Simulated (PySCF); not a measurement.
Species: C5H9N.
Bonds: C1–C2 (double), C2–C3, C3–C4, C4–N5, N5–C6 (double). Hydrogens: H7, H8 on C1; H9 on C2; H10, H11 on C3; H12, H13 on C4; H14, H15 on C6.

The same species was optimised twice, with GFN2-xTB and with PBE0-D3(BJ)/def2-SVP (PySCF), and the same property calculations (PySCF, gas phase) were run on both structures.

| coordinate | GFN2-xTB | PBE0-D3(BJ)/def2-SVP | change |
| --- | --- | --- | --- |
| C1=C2 (Å) | 1.319 | 1.334 | +0.015 |
| N5=C6 (Å) | 1.249 | 1.262 | +0.013 |
| C4–N5 (Å) | 1.431 | 1.440 | +0.009 |
| C3–C4 (Å) | 1.537 | 1.530 | -0.007 |
| C2–C3 (Å) | 1.495 | 1.495 | 0.000 |
| C2–C3–C4 (°) | 111.2 | 113.2 | +2.0 |
| C4–N5–C6 (°) | 120.6 | 118.7 | -1.9 |
| C3–C4–N5 (°) | 109.8 | 111.0 | +1.2 |
| C1–C2–C3 (°) | 124.5 | 125.3 | +0.8 |
| C1–C2–C3–C4 (°) | -122 | -119 | +3 |
| C2–C3–C4–N5 (°) | -69 | -65 | +4 |
| C3–C4–N5–C6 (°) | 123 | 125 | +2 |

Rotational constants: A = 7655, B = 2012, C = 1743 MHz (GFN2-xTB) against A = 7483, B = 1985, C = 1723 MHz (PBE0-D3(BJ)/def2-SVP). Point groups within 0.08 Å: C1 and C1.

On the GFN2-xTB structure: lowest singlet, TDDFT (eV) 4.88 [PBE0/def2-SVPD]; lowest triplet, Tamm–Dancoff (eV) 4.03 [PBE0/def2-SVPD]; isotropic polarisability (au) 70.1 [PBE0/def2-SVPD]; HOMO (eV) -7.30 [PBE0/def2-SVPD]; LUMO (eV) -0.42 [PBE0/def2-SVPD]; dipole (D) 1.24 [PBE0/def2-SVPD].

Problem. What do these properties become on the PBE0-D3(BJ)/def2-SVP structure?

Solution. 
```json
{"property": "lowest singlet, TDDFT (eV)", "level": "PBE0/def2-SVPD", "on GFN2-xTB": "4.88", "on PBE0-D3(BJ)/def2-SVP": "4.89", "change": "+0.01"}
{"property": "lowest triplet, Tamm–Dancoff (eV)", "level": "PBE0/def2-SVPD", "on GFN2-xTB": "4.03", "on PBE0-D3(BJ)/def2-SVP": "4.03", "change": "0.00"}
{"property": "isotropic polarisability (au)", "level": "PBE0/def2-SVPD", "on GFN2-xTB": "70.1", "on PBE0-D3(BJ)/def2-SVP": "71.3", "change": "+1.2"}
{"property": "HOMO (eV)", "level": "PBE0/def2-SVPD", "on GFN2-xTB": "-7.30", "on PBE0-D3(BJ)/def2-SVP": "-7.38", "change": "-0.08"}
{"property": "LUMO (eV)", "level": "PBE0/def2-SVPD", "on GFN2-xTB": "-0.42", "on PBE0-D3(BJ)/def2-SVP": "-0.49", "change": "-0.07"}
{"property": "dipole (D)", "level": "PBE0/def2-SVPD", "on GFN2-xTB": "1.24", "on PBE0-D3(BJ)/def2-SVP": "1.30", "change": "+0.06"}
{"property": "energy, GFN2-xTB geometry as zero (kcal/mol)", "level": "PBE0/def2-SVPD", "on GFN2-xTB": "0.0", "on PBE0-D3(BJ)/def2-SVP": "-1.2", "change": "-1.2"}
```

The heavy atoms differ by 0.040 Å rms after alignment. Among bonds between heavy atoms C1=C2 changes most (+0.015 Å). Changes are differences of the printed values. Neither structure is proved a minimum here.

Shape of the structure used: `[CH2:1]=[CH:2][CH2:3][CH2:4][N:5]=[CH2:6]`: C1–C2–C3–C4 -119°, C2–C3–C4–N5 -65°, C3–C4–N5–C6 125°.
